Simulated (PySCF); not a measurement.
**Cluster of formaldehyde and hydrogen fluoride (CH3FO)**

A complex built from formaldehyde and hydrogen fluoride; neutral, singlet.

Parts: 1 = formaldehyde (C=O), atoms 1–4; 2 = hydrogen fluoride (F), atoms 5–6.

```xyz
6

C    -0.2052   -0.0869    0.0810
O     0.3215   -0.2431   -0.9888
H    -0.4216   -0.9467    0.7372
H    -0.4920    0.9148    0.4444
F     0.5705    2.0735   -2.1695
H     0.5338    1.1917   -1.8374
```
Atoms count from 1 in this order.

In these coordinates O2···H6 is 1.680 Å. Part 2 is then moved rigidly along that line, all else held; at short range other atoms may come into contact.

The starting structure comes from a short search with a few starts; no frequency run checks that it is a minimum, and another way of binding may lie lower.

These are computed values: CCSD(T)/aug-cc-pVDZ and MP2/aug-cc-pVTZ, aug-cc-pVQZ counterpoise interaction energy, frozen core, gas phase (PySCF). Geometry: PBE0-D3(BJ)/def2-TZVPD.

Counterpoise energies in kcal/mol, cluster less the parts frozen as they stand in it; small is aug-cc-pVDZ, large aug-cc-pVQZ. Estimated limit: HF in aug-cc-pVQZ, MP2 correlation extrapolated as X⁻³ from aug-cc-pVTZ and aug-cc-pVQZ, and CCSD(T) less MP2 in aug-cc-pVDZ; it isn't the exact limit.

| O2···H6 (Å) | HF large | MP2 large | SCS-MP2 large | CCSD(T) small | CCSD(T) limit est. |
| --- | --- | --- | --- | --- | --- |
| 1.512 | -5.74 | -6.96 | -6.03 | -5.40 | -7.11 |
| 1.596 | ? | ? | ? | ? | ? |
| 1.680 | -7.40 | -8.30 | -7.62 | -7.33 | -8.45 |
| 1.764 | -7.54 | -8.29 | -7.71 | -7.52 | -8.43 |
| 1.848 | -7.42 | -8.03 | -7.53 | -7.42 | -8.16 |
| 2.100 | -6.34 | -6.63 | -6.32 | -6.35 | -6.72 |
| 2.520 | ? | ? | ? | ? | ? |
| 3.360 | -1.90 | -1.76 | -1.72 | -1.73 | -1.77 |

Fill in the withheld rows.


| O2···H6 (Å) | HF large | MP2 large | SCS-MP2 large | CCSD(T) small | CCSD(T) limit est. |
| --- | --- | --- | --- | --- | --- |
| 1.596 | -6.87 | -7.93 | -7.13 | -6.69 | -8.07 |
| 2.520 | -4.26 | -4.25 | -4.11 | -4.17 | -4.30 |

The 8 runs took 11 min in all, one thread each of Arm Neoverse V1 on a shared host, launched as `OMP_NUM_THREADS=1 python cluster_run.py task.json out`.
